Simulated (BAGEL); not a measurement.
**BPH3Cl (SMILES PBCl), run twice**

Wanted: the excited states of BPH3Cl, CIS/ANO-RCC-MB (DKH2, density fitting with svp-jkfit, Cartesian functions).

The calculation is run with BAGEL 1.2.2.

2 further runs of the same task are left out: 2 set aside as unsound or not needed.

**1. The molecule**

The species is BPH3Cl (6 atoms), meant as a singlet with charge 0. As SMILES, `PBCl`. The coordinates come from a GFN2-xTB relaxation. This is one conformer, not always the lowest.

Bond lengths: P1–B2 1.884 Å, B2–Cl3 1.695 Å, P1–H4 1.380 Å, P1–H5 1.379 Å, B2–H6 1.173 Å. Angles: P1–B2–Cl3 120.0°, P1–B2–H6 120.9°, Cl3–B2–H6 118.6°, B2–P1–H4 100.2°, B2–P1–H5 98.8°, H4–P1–H5 96.0°.

**2. The input as first written**

File calc.json:

```json
{ "bagel" : [

{
  "title" : "molecule",
  "basis" : "ano-rcc-mb.json",
  "df_basis" : "svp-jkfit",
  "angstrom" : "false",
  "cartesian" : "true",
  "dkh" : "true",
  "finite_nucleus" : "true",
  "geometry" : [
    { "atom" : "P", "xyz" : [ -0.71403302,  0.97668605, -1.79238633 ] },
    { "atom" : "B", "xyz" : [  1.25746156, -0.52897214,  0.76182419 ] },
    { "atom" : "Cl", "xyz" : [  1.26573856, -3.71293389,  1.11408804 ] },
    { "atom" : "H", "xyz" : [ -2.89288724, -0.44081641, -1.58920298 ] },
    { "atom" : "H", "xyz" : [ -1.59946419,  3.02970341, -0.45194690 ] },
    { "atom" : "H", "xyz" : [  2.68318433,  0.67631408,  1.95762398 ] }
  ]
},
{
  "title" : "hf",
  "maxiter" : 4
},
{
  "title" : "cis",
  "nstate" : 5
}

]}
```

The basis set ANO-RCC-MB is read from a file made from the Basis Set Exchange's data (not shown).

Launch:

```console
$ BAGEL_NUM_THREADS=1 BAGEL calc.json > calc.out
```

The log of the run:

```text
* using 1 threads per process

  ===============================================================
  ===============================================================

  Cartesian basis functions are used
  *** Geometry ***

  { "atom" : "P", "xyz" : [     -0.714033,      0.976686,     -1.792386 ] },
  { "atom" : "B", "xyz" : [      1.257462,     -0.528972,      0.761824 ] },
  { "atom" : "Cl", "xyz" : [      1.265739,     -3.712934,      1.114088 ] },
  { "atom" : "H", "xyz" : [     -2.892887,     -0.440816,     -1.589203 ] },
  { "atom" : "H", "xyz" : [     -1.599464,      3.029703,     -0.451947 ] },
  { "atom" : "H", "xyz" : [      2.683184,      0.676314,      1.957624 ] },

  Number of auxiliary basis functions:      459

  Since a DF basis is specified, we compute 2- and 3-index integrals:
    o Being stored without compression. Storage requirement is 0.002 GB

  Number of basis functions:       26
  Number of electrons      :       40

    * METHOD: MOLECULE                             0.18

  *** RHF ***

  === Nuclear Repulsion ===
   119.2759256626

      * DIIS with orbital gradients will be used.

  === RHF iteration (ano-rcc-mb.json) ===
      0       -819.53207007          0.08182570           0.02
      1       -823.79477472          0.03079821           0.02
      2       -824.25720512          0.00550155           0.02
      3       -824.27580296          0.00168567           0.02
    * Max iteration reached in SCF.

    * Permanent dipole moment:
           (    0.387311,    -0.406157,    -0.192599) a.u.

    * METHOD: HF                                   0.15

  === CIS iteration ===

        0     0     0.22520689     0.00562869      0.01
        0     1     0.28896504     0.00587148      0.00
        0     2     0.32912985     0.00559935      0.00
        0     3     0.37145589     0.00566922      0.00
        0     4     0.37922391     0.00904340      0.00

        1     0     0.21467526     0.00104805      0.01
        1     1     0.27844475     0.00134852      0.00
        1     2     0.31738737     0.00167095      0.00
        1     3     0.34401597     0.00294573      0.00
        1     4     0.35371959     0.00207306      0.00

        2     0     0.21445830     0.00024393      0.01
        2     1     0.27807398     0.00038798      0.00
        2     2     0.31632025     0.00057546      0.00
        2     3     0.34102998     0.00077610      0.00
        2     4     0.35248257     0.00069722      0.00

        3     0     0.21445472     0.00005509      0.01
        3     1     0.27805901     0.00014134      0.00
        3     2     0.31626207     0.00031808      0.00
        3     3     0.34089403     0.00036101      0.00
        3     4     0.35237749     0.00061364      0.00

        4     0     0.21445456     0.00000776      0.01
        4     1     0.27805750     0.00003444      0.00
        4     2     0.31625660     0.00007523      0.00
[... 13 lines of this table left out ...]
        6     4     0.35234054     0.00000717      0.00

        7 *   0     0.21445455     0.00000006      0.01
        7     1     0.27805741     0.00000057      0.00
        7     2     0.31625619     0.00000149      0.00
        7     3     0.34088585     0.00000253      0.00
        7     4     0.35234053     0.00000225      0.00

        8 *   0     0.21445455     0.00000004      0.01
        8 *   1     0.27805741     0.00000027      0.00
        8     2     0.31625619     0.00000020      0.00
        8     3     0.34088585     0.00000057      0.00
        8     4     0.35234053     0.00000052      0.00

    * CIS converged

    * Permanent dipole moment: Transition 0 -> 0
           (   -0.148098,     0.186960,    -0.284835) a.u.

    * Permanent dipole moment: Transition 0 -> 1
           (   -0.261899,     0.401079,    -0.497974) a.u.

    * Permanent dipole moment: Transition 0 -> 2
           (   -0.149417,     0.258337,    -0.067268) a.u.

    * Permanent dipole moment: Transition 0 -> 3
           (   -0.030765,     0.190819,    -0.037884) a.u.

    * Permanent dipole moment: Transition 0 -> 4
           (   -0.057625,    -0.379729,    -0.068313) a.u.

    * METHOD: CIS                                  0.13

  ===============================================================
```

Run time: 0.59 s. Hardware: 1 thread of Arm Neoverse V1, shared host; peak memory 0.14 GiB.

**3. Reading the log**

The iterations ended before the threshold was met.

The fault: the iteration cap is too low for convergence. To mend it: iteration cap at its default in place of 4.

**4. The mended input**

File input.json:

```json
{ "bagel" : [

{
  "title" : "molecule",
  "basis" : "ano-rcc-mb.json",
  "df_basis" : "svp-jkfit",
  "angstrom" : false,
  "cartesian" : true,
  "dkh" : true,
  "finite_nucleus" : true,
  "geometry" : [
    { "atom" : "P", "xyz" : [    -0.71403302,     0.97668605,    -1.79238633 ] },
    { "atom" : "B", "xyz" : [     1.25746156,    -0.52897214,     0.76182419 ] },
    { "atom" : "Cl", "xyz" : [     1.26573856,    -3.71293389,     1.11408804 ] },
    { "atom" : "H", "xyz" : [    -2.89288724,    -0.44081641,    -1.58920298 ] },
    { "atom" : "H", "xyz" : [    -1.59946419,     3.02970341,    -0.45194690 ] },
    { "atom" : "H", "xyz" : [     2.68318433,     0.67631408,     1.95762398 ] }
  ]
},

{
  "title" : "hf"
},

{
  "title" : "cis",
  "nstate" : 5
}

]}
```

The basis set ANO-RCC-MB is read from a file made from the Basis Set Exchange's data (not shown).

Launch:

```console
$ BAGEL_NUM_THREADS=1 BAGEL input.json > input.out
```

The log of the run:

```text
* using 1 threads per process

  ===============================================================
  ===============================================================

  Cartesian basis functions are used
  *** Geometry ***

  { "atom" : "P", "xyz" : [     -0.714033,      0.976686,     -1.792386 ] },
  { "atom" : "B", "xyz" : [      1.257462,     -0.528972,      0.761824 ] },
  { "atom" : "Cl", "xyz" : [      1.265739,     -3.712934,      1.114088 ] },
  { "atom" : "H", "xyz" : [     -2.892887,     -0.440816,     -1.589203 ] },
  { "atom" : "H", "xyz" : [     -1.599464,      3.029703,     -0.451947 ] },
  { "atom" : "H", "xyz" : [      2.683184,      0.676314,      1.957624 ] },

  Number of auxiliary basis functions:      459

  Since a DF basis is specified, we compute 2- and 3-index integrals:
    o Being stored without compression. Storage requirement is 0.002 GB

  Number of basis functions:       26
  Number of electrons      :       40

    * METHOD: MOLECULE                             0.18

  *** RHF ***

  === Nuclear Repulsion ===
   119.2759256626

      * DIIS with orbital gradients will be used.

  === RHF iteration (ano-rcc-mb.json) ===
      0       -819.53207007          0.08182570           0.02
      1       -823.79477472          0.03079821           0.02
      2       -824.25720512          0.00550155           0.02
      3       -824.27580296          0.00168567           0.02
      4       -824.27769332          0.00044850           0.02
      5       -824.27782561          0.00013958           0.02
      6       -824.27783640          0.00003257           0.02
      7       -824.27783708          0.00001063           0.02
      8       -824.27783717          0.00000268           0.02
      9       -824.27783717          0.00000066           0.02
     10       -824.27783717          0.00000013           0.02
     11       -824.27783717          0.00000003           0.02
     12       -824.27783717          0.00000001           0.02
    * SCF iteration converged.

    * Permanent dipole moment:
           (    0.341607,    -0.345939,    -0.244720) a.u.

    * METHOD: HF                                   0.30

  === CIS iteration ===

        0     0     0.22551163     0.00558391      0.01
        0     1     0.28825105     0.00589606      0.00
        0     2     0.32940733     0.00557589      0.00
        0     3     0.37216827     0.00508082      0.00
        0     4     0.38147455     0.00962573      0.00

        1     0     0.21521410     0.00102862      0.01
        1     1     0.27768366     0.00135332      0.00
        1     2     0.31785901     0.00166851      0.00
        1     3     0.34457877     0.00307898      0.00
        1     4     0.35434474     0.00204731      0.00

        2     0     0.21500671     0.00024189      0.01
        2     1     0.27731041     0.00039578      0.00
        2     2     0.31679179     0.00059689      0.00
        2     3     0.34131718     0.00080525      0.00
[... 29 lines of this table left out ...]
        7     3     0.34116528     0.00000235      0.00
        7     4     0.35302653     0.00000222      0.00

        8 *   0     0.21500312     0.00000004      0.01
        8 *   1     0.27729338     0.00000023      0.00
        8     2     0.31672832     0.00000020      0.00
        8     3     0.34116528     0.00000050      0.00
        8     4     0.35302653     0.00000056      0.00

    * CIS converged

    * Permanent dipole moment: Transition 0 -> 0
           (   -0.146135,     0.191788,    -0.288381) a.u.

    * Permanent dipole moment: Transition 0 -> 1
           (    0.269092,    -0.416080,     0.505958) a.u.

    * Permanent dipole moment: Transition 0 -> 2
           (   -0.151783,     0.257197,    -0.060550) a.u.

    * Permanent dipole moment: Transition 0 -> 3
           (    0.034600,    -0.171999,     0.041451) a.u.

    * Permanent dipole moment: Transition 0 -> 4
           (    0.049450,     0.416835,     0.058029) a.u.

    * METHOD: CIS                                  0.14

  ===============================================================
```

Run time: 0.75 s. Hardware: 1 thread of Arm Neoverse V1, shared host; peak memory 0.14 GiB.

The roots found:

| excited state | energy (eV) | strength |
| --- | --- | --- |
| 1 | 5.851 | 0.0405 |
| 2 | 7.546 | 0.1854 |
| 3 | 8.619 | 0.0392 |
| 4 | 9.284 | 0.0148 |
| 5 | 9.606 | 0.0845 |

**5. Results**

At CIS/ANO-RCC-MB (DKH2, density fitting with svp-jkfit, Cartesian functions):

| quantity | value |
| --- | --- |
| ground-state or mean-field energy | -824.27784 Eh |
| lowest excitation energy | 5.85 eV |

**Reading.** The brightest of the 5 transitions from the ground state lies at 7.55 eV (164 nm, f = 0.185); the lowest, at 5.85 eV, has f = 0.041. Excitation energies in a minimal basis are rough.
